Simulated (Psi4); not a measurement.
# r2SCAN/def2-SVP (Coulomb fitting set, sweep point 1) run of C2Si

Aim: the vertical ionisation energy of C2Si at r2SCAN/def2-SVP (Coulomb fitting set, sweep point 1), from 2 runs. 

The results are computed with Psi4 1.11.

**1. Starting point**

The species is C2Si (3 atoms), meant as a singlet with charge 0. The coordinates come from a GFN2-xTB relaxation.

Bond lengths: C1–C2 1.259 Å, C2–Si3 1.781 Å. Angles: C1–C2–Si3 180.0°.

**2. The energy at r2SCAN/def2-SVP (Coulomb fitting set, sweep point 1)**

File c2si.py:

```python
import psi4

psi4.set_memory('1600 MB')
psi4.set_num_threads(1)
psi4.core.set_output_file('psi4.out', False)

mol = psi4.geometry("""
0 1
C     -1.111830     0.737510    -0.522770
C     -0.135170     0.089220    -0.063600
Si     1.247000    -0.826740     0.586370
units angstrom
symmetry c1
""")

options = {'basis': 'def2-SVP', 'reference': 'rks', 'puream': True, 'scf_type': 'df', 'dft_radial_points': 99, 'dft_spherical_points': 590, 'df_basis_scf': 'def2-universal-jfit'}
psi4.set_options(options)

e = psi4.energy("r2scan", molecule=mol)
print(f'total energy {e:.8f} hartree = {e * 27.211386:.5f} eV')
for k, v in sorted(psi4.core.scalar_variables().items()):
    print(f'{k:45s} {v:18.10f}')
```

Launch:

```
python c2si.py
```

psi4.out:

```text
[...]
  Running in c1 symmetry.
[...]
  Nuclear repulsion =   54.713062063293620
[...]
  Multiplicity = 1
[...]
  Nalpha       = 13
  Nbeta        = 13
[...]
    Number of basis functions: 46
[...]
   @DF-RKS iter   1:  -364.93384271733714   -2.56074e-01   1.43366e-02 ADIIS/DIIS
[...]
   @DF-RKS iter  10:  -365.28313615609704   -3.28293e-09   3.72420e-08 DIIS
[...]
    Orbital Energies [Eh]
    ---------------------
    Doubly Occupied:
       1A    -65.905534     2A    -10.073887     3A    -10.038368
       4A     -5.291564     5A     -3.639206     6A     -3.639206
       7A     -3.630399     8A     -0.708820     9A     -0.529248
      10A     -0.323060    11A     -0.284021    12A     -0.284021
      13A     -0.235562
[...]
  @DF-RKS Final Energy:  -365.28313615609704
   => Energetics <=
    Nuclear Repulsion Energy =             54.7130620632936200
    One-Electron Energy =                -610.6367170713948553
    Two-Electron Energy =                 222.0801041774668363
    DFT Exchange-Correlation Energy =     -31.4395853254626623
    Empirical Dispersion Energy =           0.0000000000000000
    VV10 Nonlocal Energy =                  0.0000000000000000
    Total Energy =                       -365.2831361560970436
[...]
 Multipole Moments:
 ------------------------------------------------------------------------------------
     Multipole            Electronic (a.u.)      Nuclear  (a.u.)        Total (a.u.)
 ------------------------------------------------------------------------------------
 L = 1.  Multiply by 2.5417464519 to convert [e a0] to [Debye]
 Dipole X            :          1.5591051            0.0207775            1.5798826
 Dipole Y            :         -0.9407405           -0.0125334           -0.9532739
 Dipole Z            :          0.0000000            0.0000000            0.0000000
 Magnitude           :                                                    1.8451992
[...]
```

On the terminal:

```text
total energy -365.28313616 hartree = -9939.86042 eV
CURRENT ENERGY                                   -365.2831361561
CURRENT REFERENCE ENERGY                         -365.2831361561
DD SOLVATION ENERGY                                 0.0000000000
DFT FUNCTIONAL TOTAL ENERGY                      -365.2831361561
DFT TOTAL ENERGY                                 -365.2831361561
DFT VV10 ENERGY                                     0.0000000000
DFT XC ENERGY                                     -31.4395853255
GRID ELECTRONS ALPHA                               13.0000000168
GRID ELECTRONS BETA                                13.0000000168
GRID ELECTRONS TOTAL                               26.0000000336
NUCLEAR REPULSION ENERGY                           54.7130620633
ONE-ELECTRON ENERGY                              -610.6367170714
PCM POLARIZATION ENERGY                             0.0000000000
PE ENERGY                                           0.0000000000
SCF ITERATION ENERGY                             -365.2831361561
SCF ITERATIONS                                     10.0000000000
SCF TOTAL ENERGY                                 -365.2831361561
TWO-ELECTRON ENERGY                               222.0801041775
XC GRID RADIAL POINTS                              99.0000000000
XC GRID SPHERICAL POINTS                          590.0000000000
XC GRID TOTAL POINTS                           165811.0000000000
```

Run time: 11 s. Hardware: 1 thread of Intel Xeon Platinum 8259CL at 2.50GHz (Skylake/Cascade Lake), shared host; peak memory 0.7 GiB.

**3. The doublet cation, same level**

File run.py:

```python
import psi4

psi4.set_memory(1600000000)
psi4.set_num_threads(1)
psi4.set_output_file('output.dat', False)

mol = psi4.geometry("""
1 2
C     -1.111830     0.737510    -0.522770
C     -0.135170     0.089220    -0.063600
Si     1.247000    -0.826740     0.586370
units angstrom
symmetry c1
""")

psi4.set_options({
    'basis': 'def2-SVP',
    'reference': 'uks',
    'puream': True,
    'scf_type': 'df',
    'dft_radial_points': 99,
    'dft_spherical_points': 590,
    'df_basis_scf': 'def2-universal-jfit',
    'maxiter': 150,
})

energy_value, wavefunction = psi4.energy("r2scan", return_wfn=True)
print('E =', round(energy_value, 9))
for k, v in sorted(psi4.core.scalar_variables().items()):
    print(f'{k:45s} {v:18.10f}')
```

Launch:

```
python run.py
```

output.dat:

```text
[...]
  Running in c1 symmetry.
[...]
  Nuclear repulsion =   54.713062063293620
[...]
  Multiplicity = 2
[...]
  Nalpha       = 13
  Nbeta        = 12
[...]
    Number of basis functions: 46
[...]
   @DF-UKS iter   1:  -364.43334258834886    2.44426e-01   1.48564e-02 DIIS/ADIIS
[...]
   @DF-UKS iter  13:  -364.93852601587616   -3.73836e-09   3.86057e-07 DIIS
[...]
   @S^2 Observed:                8.672024017E-01
[...]
    Orbital Energies [Eh]
    ---------------------
    Alpha Occupied:
       1A    -66.160235     2A    -10.410471     3A    -10.312378
       4A     -5.542692     5A     -3.889977     6A     -3.889977
       7A     -3.882100     8A     -0.984798     9A     -0.782178
      10A     -0.630027    11A     -0.547432    12A     -0.547432
      13A     -0.533129
    Alpha Virtual:
      14A     -0.393467    15A     -0.393467    16A     -0.236775
      17A     -0.236775    18A     -0.160725    19A     -0.050705
      20A      0.105286    21A      0.163898    22A      0.176737
      23A      0.176740    24A      0.178740    25A      0.178741
[...]
  @DF-UKS Final Energy:  -364.93852601587616
   => Energetics <=
    Nuclear Repulsion Energy =             54.7130620632936200
    One-Electron Energy =                -603.7668580982269759
    Two-Electron Energy =                 215.2926661544472893
    DFT Exchange-Correlation Energy =     -31.1773961353900582
    Empirical Dispersion Energy =           0.0000000000000000
    VV10 Nonlocal Energy =                  0.0000000000000000
    Total Energy =                       -364.9385260158761639
[...]
 Multipole Moments:
 ------------------------------------------------------------------------------------
     Multipole            Electronic (a.u.)      Nuclear  (a.u.)        Total (a.u.)
 ------------------------------------------------------------------------------------
 L = 1.  Multiply by 2.5417464519 to convert [e a0] to [Debye]
 Dipole X            :          0.3278013            0.0207775            0.3485788
 Dipole Y            :         -0.1974181           -0.0125334           -0.2099515
 Dipole Z            :          0.0000000            0.0000000            0.0000000
 Magnitude           :                                                    0.4069236
[...]
```

On the terminal:

```text
E = -364.938526016
CURRENT ENERGY                                   -364.9385260159
CURRENT REFERENCE ENERGY                         -364.9385260159
DD SOLVATION ENERGY                                 0.0000000000
DFT FUNCTIONAL TOTAL ENERGY                      -364.9385260159
DFT TOTAL ENERGY                                 -364.9385260159
DFT VV10 ENERGY                                     0.0000000000
DFT XC ENERGY                                     -31.1773961354
GRID ELECTRONS ALPHA                               13.0000000160
GRID ELECTRONS BETA                                12.0000000178
GRID ELECTRONS TOTAL                               25.0000000338
NUCLEAR REPULSION ENERGY                           54.7130620633
ONE-ELECTRON ENERGY                              -603.7668580982
PCM POLARIZATION ENERGY                             0.0000000000
PE ENERGY                                           0.0000000000
SCF ITERATION ENERGY                             -364.9385260159
SCF ITERATIONS                                     13.0000000000
SCF TOTAL ENERGY                                 -364.9385260159
TWO-ELECTRON ENERGY                               215.2926661544
XC GRID RADIAL POINTS                              99.0000000000
XC GRID SPHERICAL POINTS                          590.0000000000
XC GRID TOTAL POINTS                           165811.0000000000
```

Run time: 20 s. Hardware: 1 thread of Intel Xeon Platinum 8259CL at 2.50GHz (Skylake/Cascade Lake), shared host; peak memory 0.7 GiB.

**4. Outcome**

At r2SCAN/def2-SVP (Coulomb fitting set, sweep point 1):

| quantity | value |
| --- | --- |
| singlet C2Si: total energy | -365.28314 Eh |
| singlet C2Si: dipole moment | 4.69 D |
| singlet C2Si: HOMO energy | -6.41 eV |
| singlet C2Si: LUMO energy | -4.41 eV |
| singlet C2Si: HOMO–LUMO gap | 2.00 eV |
| doublet cation: total energy | -364.93853 Eh |
| doublet cation: HOMO energy (highest over α and β) | -14.47 eV |
| doublet cation: LUMO energy (lowest over α and β) | -11.53 eV |
| doublet cation: ⟨S²⟩ | 0.867 |
| vertical ionisation energy (to the doublet cation) | 9.377 eV |

In words: Removing an electron at fixed nuclei costs 9.38 eV (216 kcal/mol). The negative HOMO energy of the first species, 6.41 eV, lies 2.97 eV below that difference. ⟨S²⟩ (doublet cation) is 0.87 where a pure doublet has 0.75: the reference is spin-contaminated.
